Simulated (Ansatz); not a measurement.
Mulliken charges of CH2F, SMILES `[CH2]F` radical from r2SCAN/def2-TZVPP in Ansatz (PBE0-D4/def2-TZVP geometry).

| atom | x (Å) | y (Å) | z (Å) | charge (e) |
| --- | --- | --- | --- | --- |
| C1 | -0.030 | -0.058 | -0.131 | 0.002 |
| F2 | 0.950 | 0.694 | 0.365 | -0.187 |
| H3 | -0.947 | 0.472 | -0.352 | 0.092 |
| H4 | 0.027 | -1.109 | 0.119 | 0.092 |

Problem. By hand: the dipole of these point charges (1 e Å = 4.8032 D).

Solution. Σ q r = (-0.262, -0.188, -0.090) e Å, of length 0.335 e Å = 1.61 D.

Problem. How does the dipole of the full density compare? (Best estimate.)

Solution. Computed: (-0.216, -0.141, -0.025) e Å, 1.24 D; the point charges give 1.30 times that, at 10° from its direction.

Point charges leave out the atoms' own dipoles, such as those of lone pairs, and Mulliken's split depends on the basis, so the two needn't agree.
